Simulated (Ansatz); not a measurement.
A calculation with Ansatz (development build ahead of 0.2.0).

```yaml
crystal:
  periodic: [false, false, false]
  atoms:
    - { symbol: C, position_ang: [0.0, 0.0, 0.0] }
    - { symbol: C, position_ang: [0.0, 0.0, 1.335] }
    - { symbol: C, position_ang: [0.0, 1.23619, -0.84961] }
    - { symbol: H, position_ang: [0.0, -0.96464, -0.50752] }
    - { symbol: H, position_ang: [0.0, -0.93431, 1.89639] }
    - { symbol: H, position_ang: [0.0, 0.93431, 1.89639] }
    - { symbol: H, position_ang: [0.0, 2.11802, -0.20892] }
    - { symbol: H, position_ang: [0.88982, 1.24506, -1.47908] }
    - { symbol: H, position_ang: [-0.88982, 1.24506, -1.47908] }
basis:
  gaussian: { orbitals: cc-pVDZ }
hamiltonian:
  xc: hf
correlation:
  method: mp2
  frozen_orbitals: { C: 1, H: 0 }
```

The input is written out in the form of the current development build from the run's settings.

Output:

- Converged: yes
- Reference energy: -117.08171 hartree
- Correlation energy: -0.41770 hartree
- Total energy: -117.49940 hartree
- Spin squared of the determinant: 0.000
